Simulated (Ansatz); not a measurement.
Energy needed to pull apart HCl (SMILES Cl), singlet, into free ground-state atoms, from the structure below (displaced at random from a GFN2-xTB minimum); no zero-point or spin–orbit terms; open-shell atoms are treated unrestricted, in their ground-state multiplicity.

```csv
atom,x (Å),y (Å),z (Å)
Cl1,0.5530,-0.2189,0.2932
H2,-0.6589,-0.0148,-0.3204
```

Ansatz 0.2.0; basis: def2-TZVPP; cores frozen in the correlated methods.

| method | atomization energy (eV) |
| --- | --- |
| PBE-D4 | 4.52 |
| BLYP-D4 | 4.45 |
| r2SCAN-D4 | 4.48 |
| PBE0-D4 | 4.42 |
| r2SCAN0-D4 | ? |
| wB97M-V | 4.52 |
| HF | ? |
| MP2 | 4.41 |
| CCSD | 4.34 |
| CCSD(T) | 4.40 |

Question: What does HF give? (An estimate is asked for; the value comes from the calculation.)

Answer: The calculation gives: 3.16 eV, which is about 1.24 eV less than CCSD(T)/def2-TZVPP.

Question: What does r2SCAN0-D4 give? (To be estimated.)

Answer: Computed: 4.39 eV, which is about 0.01 eV less than CCSD(T)/def2-TZVPP.

In triple zeta the MP2 and coupled-cluster atomization energies are still short of their basis limit by a few kcal/mol a bond, whereas those of the functionals are nearly converged, so these differences are not deviations from converged CCSD(T).

T1 diagnostic: at most 0.007.

For scale, one of the runs: CCSD(T)/def2-TZVPP forces, 56 basis functions (an equivalent command: `ansatz run in.yaml --threads 4`). Hardware: 4 CPU threads, shared host. Wall time about 0.4 s.
